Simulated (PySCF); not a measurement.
**One molecule, many functionals**

Compound: C3H7FO2.
SMILES: `CO[C@@H](F)CO`

Linear-response calculations in the def2-SVPD basis (PySCF; singlets by full response, triplets Tamm–Dancoff, core orbitals frozen in the response; HF means time-dependent Hartree–Fock). 'Strongest' is the level of largest summed f among the singlets computed (10 roots, of which the last may lack a degenerate partner); it can jump between rows when another state enters that window. S1 is the lowest singlet of each run and needn't be the same state throughout; f(S1) is that of one state. The structure is a single PBE0-D3(BJ)/def2-SVP conformer in the gas phase; no vibrational or solvent corrections.

```
functional                               kind  S1 (eV)  f(S1)  strongest (eV)  T1 (eV)  HOMO (eV)  gap (eV)  ionisation energy, ΔSCF (eV)
       LDA                                LDA     6.64  0.013            7.59     6.48      -6.68      6.58                         10.25
     B3LYP  global hybrid, 20% exact exchange     7.28  0.011            8.81     6.99      -7.98      8.34                         10.42
      PBE0  global hybrid, 25% exact exchange     7.53  0.010            9.10     7.20      -8.21      8.89                         10.62
 BHandHLYP  global hybrid, 50% exact exchange     8.10  0.009            9.90     7.72      -9.85     10.98                         10.85
 CAM-B3LYP             range-separated hybrid     7.58  0.010            9.32     7.23      -9.72     11.00                         10.81
   wB97X-D             range-separated hybrid     7.85  0.011            9.59     7.57     -10.16     12.49                         10.72
   LC-wPBE             range-separated hybrid     8.05  0.011            9.93     7.63     -11.04     13.38                         10.98
        HF                       Hartree–Fock     9.25  0.007           10.81     8.71     -12.39     14.97                   not settled
```

Task: What does PBE (GGA) give?

Result: S1 (eV) 6.56, f(S1) 0.013, strongest (eV) 8.02, T1 (eV) 6.38, HOMO (eV) -6.54, gap (eV) 6.50, ionisation energy, ΔSCF (eV) 10.09. S1 runs from 6.56 eV (PBE) to 9.25 eV (HF), a spread of 2.69 eV, while the orbital gap spreads over 8.5 eV. Along PBE (0%), B3LYP (20%), PBE0 (25%), BHandHLYP (50%), HF (100%) S1 rises with the share of exact exchange. −ε(HOMO) comes closest to its own ΔSCF ionisation energy with LC-wPBE (+0.06 eV) and misses most with LDA (-3.57 eV). 'Not settled' means that the ion's SCF failed to converge or may have ended in another state than the lowest.
